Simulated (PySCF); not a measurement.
Compound: C3H6NS (charge -1).
Z-matrix (Å and degrees, PBE0-D3(BJ)/def2-SVP geometry), rows numbered from 1:
```
N 
C   1  1.4814
C   2  1.4934  1  116.58
C   3  1.3670  2  123.78  1  -105.57
S   4  1.7112  3  130.40  2   176.88
H   1  1.0230  2  105.32  3    51.85
H   1  1.0227  2  106.35  3   -56.21
H   2  1.1097  1  105.87  3   125.18
H   2  1.1060  1  107.14  3  -122.42
H   3  1.1000  2  117.72  1    71.23
H   4  1.1116  3  113.23  2    -3.39
```

Method used: PySCF 2.14.0, delta-SCF UKS SCAN, pcX-2 on the ionised atom, pcseg-1 elsewhere, spin-free X2C. Each 1s hole has a ground state of its own, since the core basis sits on the ionised atom alone.

```csv
ionised atom,basis functions,E(ground) (Eh),binding energy (eV)
C2,135,-571.85735,287.142
C3,135,-571.85807,284.368
C4,135,-571.85776,285.470
N1,135,-571.86897,400.801
S5,146,-571.98698,2469.378
```

Problem. Fill in the total energy of each core-ionised state.

Solution. With binding energy = E(ionised) − E(ground) and 27.2114 eV a hartree:

```json
{"atom": "C2", "binding energy (Eh)": "10.5523", "E(ionised) (Eh)": "-561.3051"}
{"atom": "C3", "binding energy (Eh)": "10.4503", "E(ionised) (Eh)": "-561.4077"}
{"atom": "C4", "binding energy (Eh)": "10.4908", "E(ionised) (Eh)": "-561.3669"}
{"atom": "N1", "binding energy (Eh)": "14.7292", "E(ionised) (Eh)": "-557.1398"}
{"atom": "S5", "binding energy (Eh)": "90.7480", "E(ionised) (Eh)": "-481.2390"}
```

Problem. How much do the ground-state energies differ, and what would follow from using one of them for all holes?

Solution. They run from -571.9870 Eh (core basis on S5) to -571.8573 Eh (on C2), 0.1297 Eh or 3.53 eV apart, for one and the same state in different bases and grids. Pairing the ion of C2 with the ground state of S5 would put its binding energy 3.53 eV too high.

The listed C 1s values span 2.77 eV, from C3 (bonded to C (double bond), C and H) to C2 (bonded to N, C and 2 H). The widest gap between neighbouring values is 1.67 eV, between 285.47 and 287.14 eV. Summing the Pauling electronegativity differences to the bonded atoms, each weighted by its formal bond order, gives -0.35 for the lowest site and -0.21 for the highest; no listed site has a larger sum than the highest.

Only 1s holes are shown. The unrestricted hole states depart most from a pure doublet (⟨S²⟩ = 0.75; over 0.85 named) for C 1s of C4 (0.90), which makes this value less certain. The species carries charge -1, so core ionisation leaves a neutral species. The basis sets have no added diffuse functions. Geometry: PBE0-D3(BJ)/def2-SVP, one conformer, isolated ion. The geometry's basis has no diffuse functions, a weakness for an anion.

Time: 45 s of wall time. Hardware: one thread, Arm Neoverse V2, shared host.
